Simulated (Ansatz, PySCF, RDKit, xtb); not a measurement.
# Solving SiH4SO, step by step

Task: start from the formula SiH4SO, draw up candidate structures, narrow them down in stages, and characterise the one that lies lowest at 298.15 K.

The funnel: GFN2-xTB relaxations, single points with a density functional, relaxations at r2SCAN-D4/def2-TZVP, harmonic vibrations, and a last energy at a higher level. All values are calculated.

7 further runs of the same task are left out: 7 set aside as unsound or not needed.

### Step 1. Drawing up candidates

All bonding patterns within simple valence rules are listed by program: one Lewis structure each, at most two rings and one unusual centre or charged pair. O–O, O–halogen and N–halogen bonds and N–N–N chains are not drawn. That gives 8 candidates.

| label | SMILES | spin |
| --- | --- | --- |
| c040 | O[SiH2]S | singlet |
| c044 | OS[SiH3] | singlet |
| c149 | [OH2+][SiH-]S | singlet |
| c292 | O[SH]=[SiH2] | singlet |
| c366 | O=[SH][SiH3] | singlet |
| c413 | O[SiH-][SH2+] | singlet |
| c563 | [SiH3]OS | singlet |
| c575 | [SiH2-][OH+]S | singlet |

Candidates are built by distance geometry, with a force field where one applies, in up to four conformers (letters a to d). 6 starts with atoms placed at random are added, to find patterns that the rules miss.

Q: Predict the outcome of this search (final energies at CCSD(T)/def2-TZVP).

| quantity | value |
| --- | --- |
| lowest structure found | O[SiH2]S, singlet, C1 |
| next finalist | [SiH3]OS, singlet, 46.6 kcal/mol higher in G |
| share at equilibrium, among the finalists | 100.0 % |
| harmonic wavenumbers, lowest and highest (r2SCAN-D4/def2-TZVP) | 196 and 3853 cm⁻¹ |
| rotational constants, same geometry | 0.6232, 0.1273, 0.1126 cm⁻¹ |
| dipole moment (PBE0/def2-TZVPD) | 0.74 D |
| HOMO energy (PBE0/def2-TZVPD) | -7.74 eV |
| LUMO energy (PBE0/def2-TZVPD) | -0.29 eV |
| HOMO–LUMO gap (PBE0/def2-TZVPD) | 7.45 eV |
| lowest excitation (TD-CAM-B3LYP/def2-SVPD) | 6.23 eV (f = 0.017) |
| strongest of the states computed, same level | 8.10 eV (f = 0.050) |
| lowest triplet excitation, same level, Tamm-Dancoff | 5.79 eV |
| vertical ionisation energy | 10.02 eV |
| vertical electron affinity | -0.72 eV (unbound: the value depends on the basis) |
| vertical triplet less singlet | +5.65 eV |

The lowest structure found is `O[SiH2]S`. Among the finalists first place is clear (46.6 kcal/mol); structures outside the list aren't covered. GFN2-xTB, HF/STO-3G, r2SCAN-D4/def2-SVP, r2SCAN-D4/def2-TZVP, HF/def2-TZVP and MP2/def2-TZVP already put its bonding pattern lowest among the structures in one piece. The search is not exhaustive (a finite list of starts, one conformer a finalist), so a lower isomer can't be ruled out. Patterns outside the rules of the enumeration were met only by chance.
